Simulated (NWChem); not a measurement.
**CHClF2 (SMILES FC(F)Cl): levels of theory compared**

Aim: a comparison of 6 runs (SVWN5/6-311+G**, BLYP/6-311+G**, PBE/6-311+G**, revPBE/6-311+G**, CCSD/6-311+G**, CCSD(T)/6-311+G**) of CHClF2. 

The results are computed with NWChem 7.3.0.

## Step 1: The structure to begin with

The species is CHClF2 (5 atoms), meant as a singlet with charge 0. As SMILES, `FC(F)Cl`. Geometry: relaxed at PBE0-D4/def2-TZVP.

Bond lengths: F1–C2 1.334 Å, C2–F3 1.334 Å, C2–Cl4 1.763 Å, C2–H5 1.090 Å. Angles: F1–C2–F3 108.3°, F1–C2–Cl4 109.7°, F3–C2–Cl4 109.7°, F1–C2–H5 110.0°, F3–C2–H5 110.0°, Cl4–C2–H5 109.0°.

## Step 2: Energy and gradient at SVWN5/6-311+G(d,p) (run 1)

File run.py:

```python
from ase import Atoms
from ase.calculators.nwchem import NWChem

atoms = Atoms(['F', 'C', 'F', 'Cl', 'H'], positions=[
    [0.038900, -0.568100, 1.222300],
    [0.109400, 0.023600, 0.028300],
    [0.844200, -0.745900, -0.776900],
    [-1.511000, 0.208900, -0.640800],
    [0.568600, 1.007800, 0.125800],
])

calc = NWChem(
    label='job',
    theory='dft',
    memory='2200 mb',
    basis='6-311+G**',
    basispar='spherical bse',
    dft={'xc': 'slater vwn_5', 'mult': '1', 'grid': 'fine', 'convergence': 'energy 1e-08', 'iterations': '100', 'mulliken': None, 'print': 'low'},
)
atoms.calc = calc

forces = atoms.get_forces()
print("Total energy (eV):", round(atoms.get_potential_energy(), 6))
print("forces (eV/A):")
for s, f in zip(atoms.symbols, forces):
    print(f"{s:2s} {f[0]:10.5f} {f[1]:10.5f} {f[2]:10.5f}")
```

On the command line:

```console
$ export ASE_NWCHEM_COMMAND="nwchem PREFIX.nwi > PREFIX.nwo"
$ python run.py
```

Log:

```text
Total energy (eV): -18928.011889
forces (eV/A):
F    -0.01388   -0.07199    0.09919
C    -0.13771   -0.20276   -0.03420
F     0.05528   -0.08860   -0.07101
Cl   -0.07744   -0.00746   -0.03080
H     0.17376    0.37075    0.03682
```

The calculator wrote job.nwi:

```
title "job"

permanent_dir job

scratch_dir job

start job

geometry units angstrom nocenter noautosym noautoz
  F  3.8899999999999997e-02 -5.6810000000000005e-01 1.2222999999999999e+00
  C  1.0940000000000000e-01 2.3599999999999999e-02 2.8299999999999999e-02
  F  8.4419999999999995e-01 -7.4590000000000001e-01 -7.7690000000000003e-01
  Cl -1.5109999999999999e+00 2.0890000000000000e-01 -6.4080000000000004e-01
  H  5.6859999999999999e-01 1.0078000000000000e+00 1.2580000000000000e-01
end

memory 2200 mb

basis spherical bse noprint
   * library 6-311+G**
end

dft
  xc slater vwn_5
  mult 1
  grid fine
  convergence energy 1e-08
  iterations 100
  mulliken
  print low
end

task dft gradient
```

job.nwo:

```text
Northwest Computational Chemistry Package (NWChem) 7.3.0
             --------------------------------------------------------

           Job information
           ---------------

    nwchem branch   = 7.3.0
    use scalapack   = T
    input           = job.nwi
    prefix          = job.
    data base       = job/job.db
    status          = startup
    nproc           =        1

           Memory information
           ------------------

[... 5 lines left out ...]
    hardfail = no
[... 39 lines left out ...]
            Nuclear Dipole moment (a.u.)
[... 83 lines left out ...]
         Total DFT energy =     -695.591612734743
[... 1 line left out ...]
           Coulomb energy =      487.480481144066
[... 1 line left out ...]
 Nuclear repulsion energy =      168.406757158964
[... 29 lines left out ...]
                         DFT ENERGY GRADIENTS

    atom               coordinates                        gradient
                 x          y          z           x          y          z
   1 F       0.073510  -1.073553   2.309812    0.000270   0.001400  -0.001929
   2 C       0.206736   0.044598   0.053479    0.002678   0.003943   0.000665
   3 F       1.595307  -1.409547  -1.468128   -0.001075   0.001723   0.001381
   4 Cl     -2.855376   0.394764  -1.210936    0.001506   0.000145   0.000599
   5 H       1.074498   1.904466   0.237728   -0.003379  -0.007210  -0.000716

 Task  times  cpu:       12.1s     wall:       12.1s
 Total times  cpu:       12.1s     wall:       12.1s
```

Wall time 13 s (1 thread of AMD EPYC 9R45 (Zen 5), shared host); peak memory 0.12 GiB.

## Step 3: Energy and forces at BLYP/6-311+G(d,p) (run 2)

File job.nw:

```
start job
memory stack 880 mb heap 220 mb global 1100 mb
charge 0

geometry units bohr noautosym nocenter noautoz
 F      0.07351035    -1.07355341     2.30981224
 C      0.20673604     0.04459754     0.05347925
 F      1.59530679    -1.40954672    -1.46812823
 Cl    -2.85537617     0.39476379    -1.21093650
 H      1.07449827     1.90446599     0.23772755
end

basis "ao basis" spherical bse
 F library 6-311+G**
 C library 6-311+G**
 Cl library 6-311+G**
 H library 6-311+G**
end

dft
 xc becke88 lyp
 mult 1
 grid fine
 convergence energy 1e-08
 iterations 100
 mulliken
 print medium
end

task dft gradient
```

On the command line:

```console
$ nwchem job.nw > job.out
```

Log:

```text
[...]
          Wavefunction type:  closed shell.
          No. of atoms     :     5
          No. of electrons :    42
[...]
          Charge           :     0
          Spin multiplicity:     1
[...]
          AO basis - number of functions:   102
[...]
              XC Information
              --------------
                    Becke 1988 Exchange Functional  1.000
              Lee-Yang-Parr Correlation Functional  1.000
[...]
 d= 0,ls=0.0,diis     1   -698.4661878440 -8.67D+02  1.70D-02  2.73D+00     1.3
[...]
 d= 0,ls=0.0,diis    11   -698.6456569766 -1.37D-09  9.05D-08  1.03D-10    10.4
         Total DFT energy =     -698.645656976551
      One electron energy =    -1300.168105103601
           Coulomb energy =      488.051965655419
    Exchange-Corr. energy =      -54.936262635844
 Nuclear repulsion energy =      168.406745107475
[...]
  wavefunction    = closed shell
                         DFT ENERGY GRADIENTS
    atom               coordinates                        gradient
                 x          y          z           x          y          z
   1 F       0.073510  -1.073553   2.309812    0.000680   0.011353  -0.025559
   2 C       0.206736   0.044598   0.053479   -0.002098  -0.019286   0.000805
   3 F       1.595307  -1.409547  -1.468128   -0.016439   0.015160   0.016908
   4 Cl     -2.855376   0.394764  -1.210937    0.020099  -0.003244   0.008390
   5 H       1.074498   1.904466   0.237728   -0.002242  -0.003983  -0.000545
[...]
```

It took 16 s on 1 thread of AMD EPYC 9R45 (Zen 5), shared host; peak memory 0.12 GiB.

## Step 4: Energy and gradient at PBE/6-311+G(d,p) (run 3)

File calc.nw:

```
start calc
title "CHClF2 PBE"
memory 2200 mb
charge 0
geometry units angstrom noautosym nocenter noautoz
F     0.038900   -0.568100    1.222300
C     0.109400    0.023600    0.028300
F     0.844200   -0.745900   -0.776900
Cl   -1.511000    0.208900   -0.640800
H     0.568600    1.007800    0.125800
end
basis "ao basis" spherical bse
F library 6-311+G**
C library 6-311+G**
Cl library 6-311+G**
H library 6-311+G**
end
dft
xc xpbe96 cpbe96
grid fine
convergence energy 1e-08
iterations 100
mulliken
end
task dft gradient
```

On the command line:

```console
$ nwchem calc.nw > calc.out
```

Log:

```text
[...]
          Wavefunction type:  closed shell.
          No. of atoms     :     5
          No. of electrons :    42
[...]
          Charge           :     0
          Spin multiplicity:     1
[...]
          AO basis - number of functions:   102
[...]
              XC Information
              --------------
          PerdewBurkeErnzerhof Exchange Functional  1.000
            Perdew 1991 LDA Correlation Functional  1.000 local
           PerdewBurkeErnz. Correlation Functional  1.000 non-local
[...]
 d= 0,ls=0.0,diis     1   -698.0807099254 -8.66D+02  1.73D-02  2.39D+00     1.3
[...]
 d= 0,ls=0.0,diis    10   -698.2547182576 -4.00D-09  4.73D-07  7.53D-09     9.9
         Total DFT energy =     -698.254718257568
      One electron energy =    -1300.106783857993
           Coulomb energy =      487.971633099338
    Exchange-Corr. energy =      -54.526324657877
 Nuclear repulsion energy =      168.406757158964
[...]
  wavefunction    = closed shell
                         DFT ENERGY GRADIENTS
    atom               coordinates                        gradient
                 x          y          z           x          y          z
   1 F       0.073510  -1.073553   2.309812    0.000726   0.008010  -0.018145
   2 C       0.206736   0.044598   0.053479    0.001127  -0.011270   0.001391
   3 F       1.595307  -1.409547  -1.468128   -0.011506   0.010738   0.012191
   4 Cl     -2.855376   0.394764  -1.210936    0.012237  -0.002048   0.005117
   5 H       1.074498   1.904466   0.237728   -0.002584  -0.005431  -0.000554
[...]
```

Run time: 15 s. Hardware: 1 thread of AMD EPYC 9R45 (Zen 5), shared host; peak memory 0.12 GiB.

Runs 4 to 5 aren't shown in full; the table further down has their settings and results.

## Step 5: The energy at CCSD(T)/6-311+G(d,p) (run 6)

File chclf2.nw:

```
start chclf2
title "CHClF2 ccsd(t)"
memory total 2200 mb
charge 0

geometry units angstroms noautosym nocenter noautoz
  F      0.038900    -0.568100     1.222300
  C      0.109400     0.023600     0.028300
  F      0.844200    -0.745900    -0.776900
  Cl    -1.511000     0.208900    -0.640800
  H      0.568600     1.007800     0.125800
end

basis spherical bse
  * library 6-311+G**
end

scf
  thresh 1e-08
  maxiter 80
  noprint "final vectors analysis"
end

ccsd
  freeze core 8
  maxiter 60
end

task ccsd(t) energy
```

On the command line:

```console
$ nwchem chclf2.nw > chclf2.out
```

Log:

```text
[...]
  functions       =   102
[...]
  wavefunction    = RHF
[...]
         Total SCF energy =   -696.897298872528
      One-electron energy =  -1300.023071031334
      Two-electron energy =    434.719014999841
 Nuclear repulsion energy =    168.406757158964
        Time for solution =     12.5s
[...]
 Total MP2 energy:           -697.591657444581983
[...]
             energy      energy      error      ampl     ampl      Block
                                                time     time      time
[...]
 Total CCSD energy:           -697.609874498954014
[...]
 Total CCSD+T(CCSD) energy:           -697.631482179158866
[...]
 Total CCSD(T) energy:                -697.629995284559641
[...]
```

Wall time 2.3 min (1 thread of AMD EPYC 9R45 (Zen 5), shared host); peak memory 0.37 GiB.

## Step 6: Overview of the runs

```tsv
run	level	task	integration grid	energy (Eh)	largest force (eV/Å)	wall time
1	SVWN5/6-311+G**	gradient	fine	-695.591613	0.411	13 s
2	BLYP/6-311+G**	gradient	fine	-698.645657	1.442	16 s
3	PBE/6-311+G**	gradient	fine	-698.254718	1.024	15 s
4	revPBE/6-311+G**	gradient	fine	-698.512984	1.286	15 s
5	CCSD/6-311+G**	energy	–	-697.609874	–	1.7 min
6	CCSD(T)/6-311+G**	energy	–	-697.629995	–	2.3 min
```

## Step 7: Results

| quantity | value |
| --- | --- |
| run 6: total energy | -697.63000 Eh |
| run 6: correlation energy (8 core orbitals frozen) | -732.7 mEh |
| run 6: (T) correction | -20.12 mEh |

Over runs 2, 3, 4 the dipole moment (its size) runs from 1.44 D (revPBE/6-311+G**) to 1.47 D (BLYP/6-311+G**). Totals of different functionals can't be ranked against each other. All runs together took 4.9 min, the longest 2.3 min.
